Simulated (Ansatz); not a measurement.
`C=C=CCCl`, relaxed with RKS PBE0-D4/def2-TZVP in Ansatz 0.2.0 from a PBE-D4/def2-SVP geometry. The force threshold is 0.005 eV/Å; the program also tests the step.

Total charge 0; spin multiplicity 1.

Start:

```xyz
10

C    -0.389   -1.582   -1.410
C     0.153   -0.709   -0.588
C     0.688    0.177    0.232
C    -0.094    1.273    0.890
Cl   -0.066    1.111    2.703
H    -0.796   -2.540   -1.041
H    -0.453   -1.391   -2.495
H     1.768    0.127    0.461
H     0.342    2.268    0.673
H    -1.154    1.265    0.575
```

Problem. How much energy does the relaxation release, and in how many steps? (An estimate is asked.)

Solution. The calculation gave: 0.06 eV, in 8 steps, 2 of them rejected.

Problem. Which bonds change most? (Estimate.)

Solution. Ansatz gave: C4–Cl5 from 1.820 to 1.795 Å; C3–H8 from 1.106 to 1.087 Å; C2–C3 from 1.321 to 1.302 Å; C1–H7 from 1.104 to 1.085 Å.

Problem. Give the relaxed structure. (Best estimate.)

Solution. The calculation gave: 
```xyz
10

C    -0.387   -1.561   -1.386
C     0.155   -0.697   -0.582
C     0.690    0.175    0.223
C    -0.093    1.260    0.875
Cl   -0.087    1.080    2.662
H    -0.783   -2.500   -1.014
H    -0.456   -1.372   -2.453
H     1.753    0.125    0.442
H     0.340    2.240    0.677
H    -1.133    1.248    0.557
```
